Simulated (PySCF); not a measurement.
Molecule: Ethyl chloride (SMILES CCCl).

Mapped SMILES: `[CH3:1][CH2:2][Cl:3]`. Each H is labelled by its parent atom.

Geometry PBE0-D3(BJ)/def2-SVP throughout; GIAO in PySCF 2.14, gas phase, one conformer, non-relativistic; equivalent atoms averaged; basis pcSseg-2.

**Question.** How do the shifts δ (against TMS, HCl at the same level) depend on the functional? (ppm; last column core-seconds on shared hosts with different chips, so compare them loosely; the GGAs took longer than the global hybrids here, which isn't the general rule, and the cause wasn't traced)

**Answer.** 
| functional | kind | C2 | C1 | Cl3 | H(C2) | H(C1) | core-s |
| --- | --- | --- | --- | --- | --- | --- | --- |
| HF | Hartree–Fock | 42.2 | 21.1 | 52.3 | 3.33 | 1.42 | 3.6 |
| LDA | LDA | 48.2 | 20.6 | 151.0 | 3.67 | 1.34 | 9.2 |
| PBE | GGA | 48.6 | 21.8 | 134.3 | 3.63 | 1.36 | 12 |
| BLYP | GGA | 50.0 | 22.7 | 138.4 | 3.66 | 1.41 | 12 |
| BP86 | GGA | 48.7 | 21.9 | 129.6 | 3.61 | 1.37 | 12 |
| OPBE | GGA | 47.9 | 21.2 | 118.1 | 3.60 | 1.34 | 12 |
| KT2 | GGA | 47.7 | 22.1 | 125.1 | 3.66 | 1.38 | 12 |
| KT3 | GGA | 48.4 | 22.4 | 120.0 | 3.65 | 1.40 | 12 |
| B97-D | GGA | 49.5 | 22.3 | 123.3 | 3.65 | 1.41 | 12 |
| B3LYP | global hybrid | 48.1 | 22.1 | 118.5 | 3.56 | 1.40 | 8.9 |
| PBE0 | global hybrid | 46.5 | 21.3 | 109.6 | 3.51 | 1.36 | 7.4 |
| mPW1PW91 | global hybrid | 46.8 | 21.4 | 107.4 | 3.50 | 1.36 | 7.8 |
| WP04 | global hybrid | 51.3 | 22.5 | 103.2 | 3.43 | 1.37 | 8.9 |
| B97-2 | global hybrid | 47.2 | 21.6 | 105.7 | 3.52 | 1.37 | 8.5 |
| BHandHLYP | global hybrid | 45.8 | 21.7 | 93.0 | 3.45 | 1.41 | 8.4 |
| CAM-B3LYP | range-separated hybrid | 46.0 | 21.5 | 112.3 | 3.48 | 1.40 | 12 |
| wB97X-D | range-separated hybrid | 45.9 | 21.4 | 101.7 | 3.43 | 1.36 | 11 |
| LC-wPBE | range-separated hybrid | 43.1 | 20.3 | 95.8 | 3.32 | 1.33 | 16 |

**Question.** Which nucleus moves most, in ppm?

**Answer.** Cl3 (chlorine bonded to C): from 52.3 ppm with HF to 151.0 ppm with LDA. The smallest spread is 0.09 ppm, at H(C1). Proton shifts span only some 12 ppm, so a few tenths of a ppm matter as much there as several ppm in carbon.
